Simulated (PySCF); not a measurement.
Compound: C4H9FN (doublet state).
Z-matrix (Å and degrees, GFN2-xTB geometry), rows numbered from 1:
```
C 
N   1  1.3894
C   2  1.4403  1  118.50
C   3  1.5371  2  113.33  1    71.82
C   4  1.5202  3  111.42  2  -178.25
F   5  1.3746  4  110.31  3  -177.59
H   1  1.0739  2  116.14  3    40.26
H   1  1.0727  2  116.19  3  -172.97
H   2  1.0123  1  113.18  3   136.49
H   3  1.0934  2  107.63  1   -49.22
H   3  1.0948  2  108.30  1  -166.26
H   4  1.0920  3  109.01  2   -57.15
H   4  1.0925  3  109.75  2    60.99
H   5  1.0949  4  111.70  3    63.97
H   5  1.0956  4  111.51  3   -59.40
```

The hyperfine couplings belong to this conformer and change with its torsions.

Identity: `[CH2]NCCCF` [radical].

Computed with PySCF, UKS B3LYP, pcH-1 on C F H N, non-relativistic, mean-field spin-orbit, GIAO. One conformer (not necessarily the lowest) at the GFN2-xTB geometry, without solvent, vibrations or thermal averaging. The geometry wasn't refined by DFT: couplings that depend on bond lengths, twists or pyramidal angles can differ widely from those at the functional's own minimum. The SCF solution wasn't tested for stability.

Q: Break the g tensor into its mass correction, gauge correction and orbital-Zeeman/spin–orbit terms.

A: 
| Δg (ppm) | 1 | 2 | 3 |
| --- | --- | --- | --- |
| relativistic mass correction | -173 | -173 | -173 |
| gauge correction | 6 | 40 | 36 |
| orbital Zeeman/spin–orbit | -4 | 608 | 1384 |
| total | -171 | 475 | 1246 |

So g = 2.00215, 2.00279, 2.00357 and g_iso = 2.00284; the tensor is rhombic: the two nearest values differ by 46 % of g3 − g1. 

Q: At 9.602 GHz, how far is the centre of the isotropic spectrum from where a free electron (g = 2.002319) resonates?

A: B = hν/(g μB) with μB/h = 13.99624 MHz/mT gives 342.62 mT for the free electron and 342.53 mT at g_iso, 0.09 mT lower.

Q: How much does each term add to the isotropic shift?

A: The orbital-Zeeman/spin–orbit term 663, the mass correction -173 and the gauge correction 27 ppm, for a total of 517 ppm. The orbital-Zeeman/spin–orbit term is the largest in size. The mass correction is the same along every axis, so the anisotropy comes from the other two: their spans along these axes are 34 (gauge) and 1388 ppm (orbital Zeeman/spin–orbit).

Q: In a frozen sample, at which fields do the three g values resonate at 9.5, 34, 94 and 263 GHz (hyperfine left aside), and which band first spreads them over more than twice a line width of 1.0 mT?

A: 
| band | GHz | B(g3) mT | B(g2) mT | B(g1) mT | spread mT |
| --- | --- | --- | --- | --- | --- |
| X | 9.5 | 338.77 | 338.90 | 339.01 | 0.24 |
| Q | 34.0 | 1212.45 | 1212.92 | 1213.31 | 0.86 |
| W | 94.0 | 3352.07 | 3353.36 | 3354.44 | 2.37 |
| J | 263.0 | 9378.66 | 9382.27 | 9385.30 | 6.64 |

The spread grows in proportion to the frequency. W band is the first where it exceeds 2.0 mT.

Largest spin populations (Mulliken): C1 (+0.85) and N2 (+0.19). The angles at C1 add up to 351.0°, so it is slightly pyramidal.

The HOMO–LUMO gaps are 5.08 eV among the α and 6.97 eV among the β orbitals.

The run took 38 s of wall time (with the writing of density and orbital grids) on one thread of an Arm Neoverse V1 (shared host), and the process peaked at 0.87 GiB of memory.
